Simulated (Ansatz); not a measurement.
**[CF3]+ (SMILES F[C+](F)F): BHLYP/def2-SVPD**

Aim: the vertical ionisation energy of [CF3]+ at BHLYP/def2-SVPD, from 2 runs. 

Program for the calculation: Ansatz 0.2.0.

2 further runs of the same task are left out: 2 set aside as unsound or not needed.

**1. Starting point**

[CF3]+: 4 atoms, total charge +1, spin state singlet. SMILES: `F[C+](F)F`. The coordinates come from a PBE0-D4/def2-TZVP relaxation.

Bond lengths: F1–C2 1.230 Å, C2–F3 1.230 Å, C2–F4 1.230 Å. Angles: F1–C2–F3 120.0°, F1–C2–F4 120.0°, F3–C2–F4 120.0°.

**2. The energy at BHLYP/def2-SVPD**

File run.yaml:

```yaml
crystal:
  periodic: [false, false, false]
  atoms:
    - {symbol: F, position_ang: [0.698600, -0.114600, 1.005400]}
    - {symbol: C, position_ang: [0.000000, 0.000000, -0.000000]}
    - {symbol: F, position_ang: [-0.609500, -0.973400, -0.439400]}
    - {symbol: F, position_ang: [-0.089000, 1.088000, -0.566000]}
basis:
  gaussian: {orbitals: def2-SVPD}
total_charge: 1
hamiltonian: {xc: {name: BHLYP}}
accuracy: high
output: {orbitals: {seedname: orbitals}}
```

Command:

```sh
$ ansatz run run.yaml --threads 1 --pin off --max-ram 3480MiB --events-out events.jsonl --progress --plain --runs-dir runs
```

Output:

```text
Warning: RAYON_NUM_THREADS=1 ignored (pool sized by the plan → 1); use --threads N
Functional definition: BHLYP
  name "BHLYP"
  parameter a = 0.5
  exchange = (1 - a)*b88_x + a*exact_x
  correlation = lyp_c
1754 factors; integrals over basis functions are off by at most 2.5e-9 eV
mean field evaluation 1: about -9160.9068 eV, gradient 6.2e1 eV
mean field evaluation 2: about -9159.3956 eV, gradient 7.1e1 eV
mean field evaluation 4: about -9166.2201 eV, gradient 5.2e-1 eV
mean field evaluation 8: about -9166.2233 eV, gradient 7.6e-3 eV
mean field evaluation 16: about -9166.2233 eV, gradient 1.9e-7 eV
mean field -9166.22331107 eV, -336.8524935924 hartree, gradient 7.0e-8 eV, S^2 0.000000; 0 other end points of the search recorded, 0 dependent functions left out
reference -9166.22333375 eV, -336.8524944261 hartree; 16, 16 occupied and 73, 73 virtual orbitals, 1754 factors
Total energy: -9166.22333375 eV, -336.8524944261 hartree
```

It took 5.7 s on 1 thread of Arm Neoverse V1, shared host; peak memory 0.23 GiB.

**3. Doublet [CF3]2+, same level**

File in.yaml:

```yaml
crystal:
  periodic: [false, false, false]
  atoms:
    - {symbol: F, position_ang: [0.698600, -0.114600, 1.005400]}
    - {symbol: C, position_ang: [0.000000, 0.000000, -0.000000]}
    - {symbol: F, position_ang: [-0.609500, -0.973400, -0.439400]}
    - {symbol: F, position_ang: [-0.089000, 1.088000, -0.566000]}
basis:
  gaussian: {orbitals: def2-SVPD}
total_charge: 2
magnetization: {spin_polarized: true, initial_magnetization: 1}
hamiltonian: {xc: {name: BHLYP}}
accuracy: high
output: {orbitals: {seedname: orbitals}}
```

Command:

```sh
$ ansatz run in.yaml --threads 1 --pin off --max-ram 3480MiB --events-out events.jsonl --progress --plain --runs-dir runs
```

Output:

```text
Warning: RAYON_NUM_THREADS=1 ignored (pool sized by the plan → 1); use --threads N
[... 5 set-up lines as earlier in the session ...]
1754 factors; integrals over basis functions are off by at most 2.5e-9 eV
mean field evaluation 1: about -9134.2136 eV, gradient 4.6e1 eV
mean field evaluation 2: about -9133.2722 eV, gradient 5.0e1 eV
mean field evaluation 4: about -9140.1276 eV, gradient 4.8e-1 eV
mean field evaluation 8: about -9140.1312 eV, gradient 1.5e-2 eV
mean field evaluation 16: about -9140.1312 eV, gradient 4.8e-4 eV
mean field evaluation 32: about -9140.1312 eV, gradient 9.4e-7 eV
mean field evaluation 64: about -9140.0777 eV, gradient 2.7e0 eV
mean field -9140.13119806 eV, -335.8936261254 hartree, gradient 9.2e-8 eV, S^2 0.762827; 6 other end points of the search recorded, 0 dependent functions left out
reference -9140.13122145 eV, -335.8936269847 hartree; 16, 15 occupied and 73, 74 virtual orbitals, 1754 factors
Total energy: -9140.13122145 eV, -335.8936269847 hartree
```

It took 19 s on 1 thread of Arm Neoverse V1, shared host; peak memory 0.33 GiB.

**4. What came out**

Level: BHLYP/def2-SVPD.

| quantity | value |
| --- | --- |
| singlet [CF3]+: total energy | -336.85249 Eh |
| singlet [CF3]+: HOMO energy | -24.30 eV |
| singlet [CF3]+: LUMO energy | -9.35 eV |
| singlet [CF3]+: HOMO–LUMO gap | 14.95 eV |
| doublet [CF3]2+: total energy | -335.89363 Eh |
| doublet [CF3]2+: HOMO energy (highest over α and β) | -33.42 eV |
| doublet [CF3]2+: LUMO energy (lowest over α and β) | -27.91 eV |
| doublet [CF3]2+: ⟨S²⟩ | 0.763 |
| vertical ionisation energy (to the doublet dication) | 26.092 eV |

**Reading.** The vertical ionisation energy comes to 26.09 eV (602 kcal/mol). −ε(HOMO) before ionisation, 24.30 eV, is 1.80 eV below this ionisation energy.
